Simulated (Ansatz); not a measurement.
# H2S+ (doublet): from Hartree-Fock to the top rungs, def2-TZVPP

An exercise on one series of results from a longer session: the logs are not shown, and one member is left open.

Program: Ansatz 0.2.0, Gaussian basis. Level of theory: def2-TZVPP, core rule «outside noble gas», up to 5 orbitals frozen. These are calculated values, not measurements.

The runs, in order: UHF; ROHF; CCSD(T) on UHF.

2 further runs of the same task are left out: 2 set aside as unsound or not needed.

**The geometry**

The geometry is a PBE0/def2-TZVP stationary point (not a proven minimum) of the parent state, kept for this charge and spin.

3 atoms, charge 1, spin multiplicity 2.

Atoms are counted from 1 here; the program's logs count them from 0.

Bond lengths: S1–H2 1.341 Å, S1–H3 1.341 Å. Angles: H2–S1–H3 92.3°.

Set-up of the first run:

in.yaml

```yaml
crystal:
  periodic: [false, false, false]
  atoms:
    - {symbol: S, position_ang: [0.000000, -0.054959, 0.000000]}
    - {symbol: H, position_ang: [0.000000, 0.874191, -0.967203]}
    - {symbol: H, position_ang: [0.000000, 0.874188, 0.967205]}
basis:
  gaussian: {orbitals: def2-TZVPP}
total_charge: 1
magnetization: {spin_polarized: true, initial_magnetization: 1}
hamiltonian: {xc: hf}
output: {orbitals: {seedname: orbitals}}
```

On the command line:

```sh
ansatz run in.yaml --threads 1 --pin off --events-out ev --progress --plain --max-ram 3968MiB --backend cpu
```

Steps of the session up to this table: UHF; ROHF; CCSD(T) on UHF.

One table of the session follows, with a row left open; its other results are not shown here.

```
  method  from UCCSD(T) (kcal/mol)
    ROHF                   +118.50
     UHF                   +114.60
    UMP2                         ?
   UCCSD                     +3.60
UCCSD(T)                         0
```

Estimate the missing values for UMP2.

The run gave: from UCCSD(T) (kcal/mol): +20.68. In the column «from UCCSD(T) (kcal/mol)» it lies between UCCSD (+3.60) and UHF (+114.60).
